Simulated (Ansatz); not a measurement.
# CH4FSi: the cost of one run

Method: single points in def2-TZVPPD; program: Ansatz 0.2.0, Gaussian basis.

Correlated methods freeze the cores.

## 1. The system as given

SMILES `[CH2-][SiH2]F`, 7 atoms, charge -1, spin multiplicity 1.

Atoms are counted from 1 here; the program's logs count them from 0.

Bond lengths: C1–Si2 1.846 Å, C1–H4 1.101 Å, C1–H5 1.175 Å, Si2–F3 1.805 Å, Si2–H6 1.530 Å, Si2–H7 1.590 Å. Angles: Si2–C1–H4 105.4°, Si2–C1–H5 122.2°, H4–C1–H5 108.8°, C1–Si2–F3 110.8°, C1–Si2–H6 149.4°, C1–Si2–H7 105.9°, F3–Si2–H6 82.7°, F3–Si2–H7 104.5°, H6–Si2–H7 96.4°.

As a file:

```xyz
7
charge -1, multiplicity 1
C    -0.7543    0.3445   -0.9381
Si    0.4211   -0.0775    0.4214
F     0.8363   -1.8337    0.3867
H    -1.6899   -0.1792   -0.6880
H    -1.0064    1.4552   -1.2257
H     0.7018   -0.2393    1.9168
H     1.7827    0.6619    0.0637
```

## 2. PBE-D4/def2-TZVPPD

Contents of run/in.yaml:

```yaml
crystal:
  periodic: [false, false, false]
  atoms:
    - {symbol: C, position_ang: [-0.754292, 0.344471, -0.938091]}
    - {symbol: Si, position_ang: [0.421125, -0.077520, 0.421409]}
    - {symbol: F, position_ang: [0.836262, -1.833673, 0.386704]}
    - {symbol: H, position_ang: [-1.689850, -0.179194, -0.688005]}
    - {symbol: H, position_ang: [-1.006429, 1.455163, -1.225718]}
    - {symbol: H, position_ang: [0.701759, -0.239304, 1.916753]}
    - {symbol: H, position_ang: [1.782739, 0.661937, 0.063652]}
basis:
  gaussian: {orbitals: "def2-TZVPPD.json"}
total_charge: -1
hamiltonian: {xc: pbe, dispersion: d4}
output: {forces: true}
```

The basis file named in the input lies beside it (Basis Set Exchange, JSON).

Command:

```sh
$ ansatz run in.yaml --threads 2 --pin off --events-out ev --progress --plain --max-ram 3481MiB
```

**Question.** How long does this run take on 2 threads of Arm Neoverse V2, shared host, and how much memory does it need?

About 1.9 s, with a peak of 0.19 GiB.
